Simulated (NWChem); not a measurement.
**Basis-set dependence for DMSO (C2H6OS)**

```
S
O 1 1.5172
C 1 1.8499 2 106.49
H 3 1.1063 1 105.79 2 -66.72
H 3 1.1078 4 109.78 1 -116.56
H 3 1.1080 4 110.26 5 -123.52
C 1 1.8499 2 106.49 3 101.38
H 7 1.1063 1 105.79 2 66.72
H 7 1.1078 8 109.78 1 116.56
H 7 1.1080 8 110.26 9 123.52
```
Charge 0, spin multiplicity 1.

Program: NWChem. All single points use one geometry, from PBE/def2-SVP, a minimum by its harmonic frequencies.

Hartree-Fock energies in Ha, correlation energies in mHa.

The correlated methods keep 8 core orbitals frozen. Coupled-cluster values serve here as a point of comparison, not as the truth.

```tsv
basis	functions	RHF	MP2	SCS-MP2	CCSD	CCSD+T(CCSD)	CCSD(T)	CR-CCSD[T]	CR-CCSD(T)
3-21G	52	-548.66209	-374.6	-376.3	-411.2	-425.6	-423.5	-422.1	-420.5
cc-pVDZ	90	-551.55307	-621.1	-613.6	-665.4	-688.3	-686.5	-681.8	-680.5
```

From 3-21G to cc-pVDZ the Hartree-Fock energy moves by -2891.0 mHa and the MP2 correlation energy by -246.5 mHa, which is 40 % of its value in the larger set.
